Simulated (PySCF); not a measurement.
# C3H2FN: NMR shifts, electronic excitations and K edges in gas and solvents

Aim: compute the NMR shifts, electronic excitations and K edges of C3H2FN (`C=C(F)C#N`), and see what a dielectric continuum does where one was used.

Computed with PySCF 2.14.0, with density-fitted response routines of our own, on a single molecule, in the gas phase or a continuum. Atoms count from 0, in the outputs and in this text.

## Step 1: The molecule as given

7 atoms, charge 0, multiplicity 1; geometry from: GFN2-xTB.

Bonds of the start (Å): C0–C1 1.33, C1–F2 1.35, C1–C3 1.42, C3–N4 1.14, C0–H5 1.08, C0–H6 1.07.

## Step 2: Optimising the geometry at PBE0-D3(BJ)/def2-SVP

What the job is given:

```
{"job": {"xc": "PBE0", "basis": "def2-SVP", "d3": "d3bj", "grid": 1, "kind": "geom"}, "charge": 0, "multiplicity": 1}
C     -0.953709    -0.415352     0.215287
C      0.024284     0.430835    -0.081908
F     -0.216427     1.741200    -0.271607
C      1.385892     0.050351    -0.226092
N      2.478801    -0.269966    -0.339406
H     -1.969255    -0.073742     0.310745
H     -0.746253    -1.458420     0.365904
```

The run is started by

```console
OMP_NUM_THREADS=1 python probes_run.py task.json out
```

This one command runs all jobs of the session in turn.

Log:

```text
step   0  E = -269.55963517  max force = 0.033945
step   1  E = -269.55387188  max force = 0.025318
step   2  E = -269.55783033  max force = 0.014924
step   3  E = -269.56042669  max force = 0.005568
step   4  E = -269.56086229  max force = 0.001894
step   5  E = -269.56090946  max force = 0.000756
step   6  E = -269.56092324  max force = 0.000601
step   7  E = -269.56092598  max force = 0.000306
optimisation converged
```

Run time: 13 s. Hardware: 1 thread of Arm Neoverse V2, shared host; peak memory 0.33 GiB.

The steps of the relaxation: (the energy doesn't fall at every step)

```csv
step,energy from step 0 (eV),largest force component (eV/Å)
0,0.0000,1.7455
1,0.1568,1.3019
2,0.0491,0.7674
3,-0.0215,0.2863
4,-0.0334,0.0974
5,-0.0347,0.0389
6,-0.0351,0.0309
7,-0.0351,0.0157
```

Close pairs (by a distance rule), those that changed most:

```csv
bond,before (Å),after (Å),change (Å)
C1–F2,1.346,1.328,-0.018
C0–H5,1.076,1.091,+0.016
C0–H6,1.074,1.090,+0.016
C1–C3,1.421,1.437,+0.015
C3–N4,1.145,1.158,+0.014
C0–C1,1.327,1.332,+0.005
```

The end geometry stands in the next job.

```csv
at the end point,value
point group (found at 0.08 Å tolerance),Cs
"rotational constants (GHz, main isotopes)","10.654, 4.217, 3.021"
dipole moment (D),3.19
```

## Step 3: Shielding tensors: PBE0/pcSseg-1 in chloroform

What the job is given:

```
{"job": {"kind": "nmr", "xc": "PBE0", "basis": "pcSseg-1", "solvent": "chloroform", "pop": true}, "charge": 0, "multiplicity": 1}
C     -1.027445    -0.206881    -0.266233
C      0.063185     0.264785     0.335423
F      0.002631     1.086523     1.376366
C      1.404114    -0.054351    -0.069059
N      2.485845    -0.311714    -0.393070
H     -2.016907     0.078886     0.094467
H     -0.933559    -0.878910    -1.118768
```

With the program's defaults for keys left out, this is: GIAO PBE0/pcSseg-1 NMR shielding, non-relativistic, IEF-PCM chloroform.

Log:

```text
coarse grid: 6648 points
cycle   1  E = -269.6401565979  dE =  6.905e-01  |g| = 5.676e-01  |ddm| = 2.499e+00
cycle   2  E = -269.4716631286  dE =  1.685e-01  |g| = 1.073e+00  |ddm| = 1.053e+00
cycle   3  E = -269.7008263301  dE = -2.292e-01  |g| = 1.480e-01  |ddm| = 7.130e-01
cycle   4  E = -269.7045945413  dE = -3.768e-03  |g| = 5.511e-02  |ddm| = 1.180e-01
cycle   5  E = -269.7051985616  dE = -6.040e-04  |g| = 9.783e-03  |ddm| = 4.146e-02
cycle   6  E = -269.7052203598  dE = -2.180e-05  |g| = 3.876e-03  |ddm| = 9.767e-03
cycle   7  E = -269.7052231536  dE = -2.794e-06  |g| = 1.071e-03  |ddm| = 3.351e-03
final grid: 66968 points
cycle   8  E = -269.7406719983  dE = -1.885e-05  |g| = 3.931e-03  |ddm| = 1.703e-02
cycle   9  E = -269.7406714065  dE =  5.918e-07  |g| = 4.682e-03  |ddm| = 6.250e-03
cycle  10  E = -269.7406754290  dE = -4.023e-06  |g| = 8.383e-04  |ddm| = 3.187e-03
cycle  11  E = -269.7406755380  dE = -1.090e-07  |g| = 3.160e-04  |ddm| = 6.654e-04
cycle  12  E = -269.7406755572  dE = -1.926e-08  |g| = 1.150e-04  |ddm| = 2.518e-04
cycle  13  E = -269.7406755597  dE = -2.433e-09  |g| = 1.814e-05  |ddm| = 7.572e-05
cycle  14  E = -269.7406755597  dE = -6.298e-11  |g| = 5.797e-06  |ddm| = 1.669e-05
converged SCF energy = -269.7406755597

GIAO shielding tensors (ppm)
atom      isotropic    diamagn.    paramagn.     s11        s22        s33       span
  0 C       62.436     256.369    -193.933    -55.716     82.792    160.232    215.948
  1 C       39.124     247.462    -208.338    -62.510     87.158     92.723    155.234
  2 F      290.488     472.211    -181.722    221.128    292.044    358.292    137.164
  3 C       64.583     261.277    -196.693    -51.334    -45.608    290.693    342.027
  4 N      -46.189     339.475    -385.664   -203.308   -176.791    241.533    444.842
  5 H       25.071      28.132      -3.060     22.018     24.292     28.904      6.886
  6 H       25.200      29.211      -4.011     22.092     24.781     28.727      6.634
```

Wall time 4.6 s (1 thread of Arm Neoverse V2, shared host); peak memory 0.45 GiB.

The references, computed at this level on geometries of the same kind, shield at (ppm): ¹H TMS 31.25, ¹³C TMS 185.2, ¹⁹F CFCl3 179.6, ¹⁵N NH3 267.8. Their shielding less the atom's gives the shift. The references are single molecules in the same continuum, so shifts against H2O, NH3, PH3, H3PO4 or CFCl3 are not on the usual liquid scales and can be off by tens of ppm.

| atoms | environment | σ (ppm) | δ (ppm) |
| --- | --- | --- | --- |
| C1 | fully substituted alkene carbon | 39.1 | 146.0 |
| C0 | terminal =CH2 carbon | 62.4 | 122.7 |
| C3 | nitrile carbon | 64.6 | 120.6 |
| H5 | hydrogen on a terminal =CH2 carbon | 25.07 | 6.18 |
| H6 | hydrogen on a terminal =CH2 carbon | 25.20 | 6.05 |
| F2 | vinylic fluorine | 290.5 | -110.9 |
| N4 | nitrile nitrogen | -46.2 | 314.0 |

Charges from the same density, by scheme (e):

```
atoms  Mulliken    IAO  Hirshfeld  ESP fit
   C0     -0.16  -0.30      -0.07    -0.52
   C1      0.23   0.26       0.11     0.23
   F2     -0.25  -0.25      -0.07    -0.14
   C3      0.09   0.14       0.08     0.38
   N4     -0.28  -0.24      -0.22    -0.46
```

Mayer bond orders: C0–C1 1.84, C1–F2 0.98, C1–C3 1.00, C3–N4 2.99.

## Step 4: Excited states and response: B3LYP/def2-SVPD

Settings changed since step 3:

```diff
@@ -1,2 +1,2 @@
-{"job": {"kind": "nmr", "xc": "PBE0", "basis": "pcSseg-1", "solvent": "chloroform", "pop": true}, "charge": 0, "multiplicity": 1}
+{"job": {"kind": "uv", "xc": "B3LYP", "basis": "def2-SVPD", "dynamic": true, "nstates": 6, "ntriplets": 0}, "charge": 0, "multiplicity": 1}
 C     -1.027445    -0.206881    -0.266233
```

Level: TDDFT B3LYP/def2-SVPD, vertical, gas phase, core orbitals frozen in the response.

Log:

```text
coarse grid: 6648 points
cycle   1  E = -269.7589020892  dE =  6.537e-01  |g| = 5.825e-01  |ddm| = 3.956e+00
cycle   2  E = -269.4880611903  dE =  2.708e-01  |g| = 1.264e+00  |ddm| = 1.841e+00
cycle   3  E = -269.8233544551  dE = -3.353e-01  |g| = 1.929e-01  |ddm| = 1.374e+00
cycle   4  E = -269.8302708523  dE = -6.916e-03  |g| = 6.543e-02  |ddm| = 2.167e-01
cycle   5  E = -269.8311811972  dE = -9.103e-04  |g| = 1.603e-02  |ddm| = 9.059e-02
cycle   6  E = -269.8312463517  dE = -6.515e-05  |g| = 7.055e-03  |ddm| = 2.704e-02
cycle   7  E = -269.8312562746  dE = -9.923e-06  |g| = 1.420e-03  |ddm| = 7.282e-03
final grid: 66968 points
cycle   8  E = -269.8736578214  dE = -1.836e-05  |g| = 2.734e-03  |ddm| = 4.980e-02
cycle   9  E = -269.8736561733  dE =  1.648e-06  |g| = 4.052e-03  |ddm| = 7.649e-03
cycle  10  E = -269.8736594215  dE = -3.248e-06  |g| = 4.421e-04  |ddm| = 3.902e-03
cycle  11  E = -269.8736594539  dE = -3.237e-08  |g| = 2.360e-04  |ddm| = 6.268e-04
cycle  12  E = -269.8736594639  dE = -9.994e-09  |g| = 1.020e-04  |ddm| = 2.953e-04
cycle  13  E = -269.8736594660  dE = -2.158e-09  |g| = 3.370e-05  |ddm| = 1.217e-04
cycle  14  E = -269.8736594663  dE = -2.879e-10  |g| = 9.138e-06  |ddm| = 4.881e-05
converged SCF energy = -269.8736594663

Static polarisability (au): isotropic 42.588, principal 27.870 38.078 61.817

Singlet excitations
state   eV       nm        f      main configurations
  1   6.2402    198.7   0.31178   H->L 0.89
  2   6.2806    197.4   0.00021   H->L+1 0.94
  3   6.5650    188.9   0.00007   H-1->L 0.95
  4   7.4075    167.4   0.00730   H-2->L 0.97
  5   7.5240    164.8   0.01736   H->L+2 0.97
  6   7.5642    163.9   0.05527   H-3->L 0.75, H-1->L+1 0.17
```

It took 7.2 s on 1 thread of Arm Neoverse V2, shared host; peak memory 0.53 GiB.

The orbitals next to the gap, with their largest atomic shares:

```csv
orbital,eV,atoms
HOMO−3,-10.72,"C3 36 %, N4 36 %, F2 12 %"
HOMO−2,-10.65,"N4 77 %, C3 17 %"
HOMO−1,-10.19,"N4 50 %, C3 41 %"
HOMO,-8.33,"C0 33 %, C1 25 %, N4 15 %"
LUMO,-2.13,"C0 31 %, C1 23 %, N4 18 %"
LUMO+1,-0.61,"N4 35 %, C3 31 %, C1 13 %"
LUMO+2,0.26,"C0 33 %, C3 20 %, H6 16 %"
```

With each of the 6 states as a Gaussian band of 0.4 eV half-width at 1/e, the curve within the window shown has maxima at 199 nm (ε 13,000), 165 nm (ε 3,200) L/(mol cm). Beyond the last state computed it falls off for lack of states. The curve at chosen wavelengths:

```
 nm  ε (L/mol/cm)
158          1696
160          2357
163          3074
165          3194
168          2804
170          2298
173          1495
175          1094
178           885
180          1090
183          2043
185          3154
188          5469
190          7287
193          9958
195         11385
198         12551
200         12561
203         11506
205         10269
208          8021
210          6487
213          4419
215          3284
218          1988
220          1374
```

Further results of this job:

| property | computed |
| --- | --- |
| dipole moment (D) | 3.43 |
| polarisability (Å³) | 6.31 |
| HOMO–LUMO gap (eV) | 6.20 |
| −ε(HOMO) (eV) | 8.33 |
| C6 with itself (au) | 727 |

## Step 5: Ultraviolet spectrum: B3LYP/def2-SVPD in chloroform

Settings changed since step 4:

```diff
@@ -1,2 +1,2 @@
-{"job": {"kind": "uv", "xc": "B3LYP", "basis": "def2-SVPD", "dynamic": true, "nstates": 6, "ntriplets": 0}, "charge": 0, "multiplicity": 1}
+{"job": {"kind": "uv", "xc": "B3LYP", "basis": "def2-SVPD", "solvent": "chloroform", "nstates": 6, "ntriplets": 0}, "charge": 0, "multiplicity": 1}
 C     -1.027445    -0.206881    -0.266233
```

With the program's defaults for keys left out, this is: TDDFT B3LYP/def2-SVPD, vertical, IEF-PCM chloroform (non-equilibrium linear response), core orbitals frozen in the response.

Log:

```text
coarse grid: 6648 points
cycle   1  E = -269.7706477488  dE =  6.421e-01  |g| = 5.622e-01  |ddm| = 3.954e+00
cycle   2  E = -269.5606386886  dE =  2.100e-01  |g| = 1.142e+00  |ddm| = 1.728e+00
cycle   3  E = -269.8311433290  dE = -2.705e-01  |g| = 1.648e-01  |ddm| = 1.219e+00
cycle   4  E = -269.8362004356  dE = -5.057e-03  |g| = 5.812e-02  |ddm| = 1.916e-01
cycle   5  E = -269.8369074587  dE = -7.070e-04  |g| = 1.191e-02  |ddm| = 7.451e-02
cycle   6  E = -269.8369426074  dE = -3.515e-05  |g| = 4.681e-03  |ddm| = 1.962e-02
cycle   7  E = -269.8369467610  dE = -4.154e-06  |g| = 1.274e-03  |ddm| = 5.023e-03
final grid: 66968 points
cycle   8  E = -269.8793159583  dE = -1.851e-05  |g| = 2.757e-03  |ddm| = 4.923e-02
cycle   9  E = -269.8793145436  dE =  1.415e-06  |g| = 4.012e-03  |ddm| = 7.266e-03
cycle  10  E = -269.8793175101  dE = -2.966e-06  |g| = 5.357e-04  |ddm| = 3.639e-03
cycle  11  E = -269.8793175535  dE = -4.340e-08  |g| = 2.805e-04  |ddm| = 7.632e-04
cycle  12  E = -269.8793175692  dE = -1.572e-08  |g| = 7.237e-05  |ddm| = 3.098e-04
cycle  13  E = -269.8793175704  dE = -1.215e-09  |g| = 1.373e-05  |ddm| = 9.224e-05
cycle  14  E = -269.8793175705  dE = -4.354e-11  |g| = 3.627e-06  |ddm| = 2.846e-05
converged SCF energy = -269.8793175705

Static polarisability (au): isotropic 51.600, principal 32.826 45.107 76.868

Singlet excitations
state   eV       nm        f      main configurations
  1   6.0698    204.3   0.40276   H->L 0.93
  2   6.1252    202.4   0.00027   H->L+1 0.98
  3   6.7641    183.3   0.00013   H-1->L 0.97
  4   7.5484    164.3   0.01085   H->L+2 0.96
  5   7.6337    162.4   0.04282   H-2->L 0.73, H-1->L+1 0.22
  6   7.7079    160.9   0.01803   H-3->L 0.95
```

Run time: 5.9 s. Hardware: 1 thread of Arm Neoverse V2, shared host; peak memory 0.54 GiB.

Key values: HOMO -8.13 eV, LUMO -1.94 eV; lowest singlet 6.07 eV.

## Step 6: Core excitations: BHandHLYP/aug-pcX-1+pcseg-1

Settings changed since step 5:

```diff
@@ -1,2 +1,2 @@
-{"job": {"kind": "uv", "xc": "B3LYP", "basis": "def2-SVPD", "solvent": "chloroform", "nstates": 6, "ntriplets": 0}, "charge": 0, "multiplicity": 1}
+{"job": {"kind": "xas", "xc": "BHandHLYP", "basis": {"default": "aug-pcX-1", "H": "pcseg-1"}}, "charge": 0, "multiplicity": 1}
 C     -1.027445    -0.206881    -0.266233
```

With the program's defaults for keys left out, this is: core-valence-separated TDA BHandHLYP/aug-pcX-1 H:pcseg-1, K edges, non-relativistic, gas phase.

Log:

```text
coarse grid: 6648 points
cycle   1  E = -269.7715854243  dE =  7.585e-01  |g| = 6.286e-01  |ddm| = 3.558e+00
cycle   2  E = -269.6665993508  dE =  1.050e-01  |g| = 9.854e-01  |ddm| = 1.458e+00
cycle   3  E = -269.8563546159  dE = -1.898e-01  |g| = 1.104e-01  |ddm| = 9.577e-01
cycle   4  E = -269.8580442764  dE = -1.690e-03  |g| = 6.261e-02  |ddm| = 1.272e-01
cycle   5  E = -269.8587801436  dE = -7.359e-04  |g| = 6.085e-03  |ddm| = 7.263e-02
cycle   6  E = -269.8587886083  dE = -8.465e-06  |g| = 1.474e-03  |ddm| = 1.121e-02
final grid: 66968 points
cycle   7  E = -269.8885960925  dE = -5.951e-05  |g| = 3.021e-03  |ddm| = 3.449e-02
cycle   8  E = -269.8885959675  dE =  1.250e-07  |g| = 2.940e-03  |ddm| = 5.323e-03
cycle   9  E = -269.8885975316  dE = -1.564e-06  |g| = 7.448e-04  |ddm| = 2.823e-03
cycle  10  E = -269.8885976104  dE = -7.877e-08  |g| = 3.991e-04  |ddm| = 8.147e-04
cycle  11  E = -269.8885976404  dE = -3.003e-08  |g| = 8.355e-05  |ddm| = 3.849e-04
cycle  12  E = -269.8885976418  dE = -1.434e-09  |g| = 2.041e-05  |ddm| = 1.007e-04
cycle  13  E = -269.8885976420  dE = -1.486e-10  |g| = 6.814e-06  |ddm| = 3.482e-05
converged SCF energy = -269.8885976420

C K edge
   eV          f      from atoms
  282.284   0.05904   C0
  283.609   0.04302   C3
  283.801   0.05882   C3
  285.181   0.05858   C1
  286.610   0.01077   C0
  286.705   0.01529   C0
  287.537   0.00122   C3
  287.548   0.01502   C0
  287.850   0.03073   C3
  287.907   0.03603   C1
  288.239   0.00797   C0
  288.257   0.00063   C0
  288.693   0.00328   C3
  288.969   0.00613   C3
  289.013   0.01044   C0
  289.212   0.00451   C3

N K edge
   eV          f      from atoms
  396.890   0.05719   N4
  397.032   0.06536   N4
  401.578   0.00049   N4
  402.648   0.00669   N4
  402.745   0.00020   N4
  403.093   0.00055   N4
  403.424   0.00811   N4
  403.459   0.00006   N4

F K edge
   eV          f      from atoms
  685.440   0.00745   F2
  685.762   0.02941   F2
  687.907   0.00553   F2
  688.789   0.00652   F2
  689.168   0.00042   F2
  689.361   0.00220   F2
  689.909   0.00571   F2
  690.112   0.00583   F2
```

Wall time 7 s (1 thread of Arm Neoverse V2, shared host); peak memory 0.68 GiB.

## Step 7: Run by run: electronic excitations

Excitations and ground-state properties, with basis size and wall time:

```csv
run,lowest singlet (eV),brightest (eV),f,gap (eV),α (Å³),μ (D),functions,time
B3LYP/def2-SVPD,6.24,6.24,0.312,6.20,6.31,3.43,119,7.2 s
B3LYP/def2-SVPD in chloroform,6.07,6.07,0.403,6.19,7.65,4.28,119,5.9 s
```

## Step 8: Outcome

| quantity | value |
| --- | --- |
| point group | Cs |
| rotational constants (main isotopes) | 10.65, 4.22, 3.02 GHz |
| ¹³C shifts against TMS (PBE0/pcSseg-1, chloroform) | 146.0, 122.7, 120.6 ppm |
| ¹H shifts against TMS (PBE0/pcSseg-1, chloroform) | 6.18, 6.05 ppm |
| ¹⁹F shifts against CFCl3 (PBE0/pcSseg-1, chloroform) | -110.9 ppm |
| ¹⁵N shifts against NH3 (PBE0/pcSseg-1, chloroform) | 314.0 ppm |
| lowest singlet (B3LYP/def2-SVPD) | 6.24 eV (199 nm), f = 0.312 |
| C K edge | first line 282.28 eV, strongest 282.28 eV (f = 0.059) |
| N K edge | first line 396.89 eV, strongest 397.03 eV (f = 0.065) |
| F K edge | first line 685.44 eV, strongest 685.76 eV (f = 0.029) |
| range of the lowest singlet | 6.07 to 6.24 eV |

Relaxing lowered the energy by 0.035 eV in 7 steps; the close pair that moved most is C1–F2, from 1.346 to 1.328 Å. No frequency check was run at this level, so the end point may be a saddle. C1 (fully substituted alkene carbon) lies farthest downfield among carbon, at 146.0 ppm; the olefinic region. At PBE0/pcSseg-1: Shielding is most anisotropic at N4 (span 445 ppm, paramagnetic term -386 ppm). The lowest singlet, at 6.24 eV, is HOMO→LUMO 0.89 and is bright. At the C edge the strongest single line lifts a 1s electron of C0 into LUMO (weight 0.87), and it is the first line. At the N edge the strongest single line lifts a 1s electron of N4 into several orbitals, led by LUMO+2 (weight 0.53), 0.1 eV above the first line. At the F edge the strongest single line lifts a 1s electron of F2 into several orbitals, led by LUMO+2 (weight 0.52), 0.3 eV above the first line. Absolute edge energies from this method are off by several eV; spacings are better. The lowest singlet runs from 6.07 eV (B3LYP/def2-SVPD in chloroform) to 6.24 eV (B3LYP/def2-SVPD), while the orbital gap spans 6.19 to 6.20 eV. The lowest state need not be the same one in every run.
